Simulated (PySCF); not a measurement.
Ligands exchanged one at a time, B Cl-I. Isolated molecules, 0 K electronic values unless said otherwise. Strings in code marks are SMILES.

Method: CAM-B3LYP-D3(BJ)/def2-TZVP run with PySCF. Excitations are Tamm–Dancoff values on a coarser integration grid. The basis has no diffuse functions, so Rydberg states are missing or too high.

| species | HOMO (eV) | T1 excitation (TDA) (eV) |
|---|---|---|
| 0 of 3 Cl replaced by I (`ClB(Cl)Cl`) | -10.46 | 5.74 |
| 1 of 3 Cl replaced by I | ___ | 4.62 |
| 2 of 3 Cl replaced by I (`ClB(I)I`) | ___ | 4.09 |
| 3 of 3 Cl replaced by I (`IB(I)I`) | -8.60 | 3.68 |

### Question
What belongs in the gaps?

### Answer

- 1 of 3 Cl replaced by I, HOMO (eV): -9.14
- 2 of 3 Cl replaced by I (`ClB(I)I`), HOMO (eV): -8.81
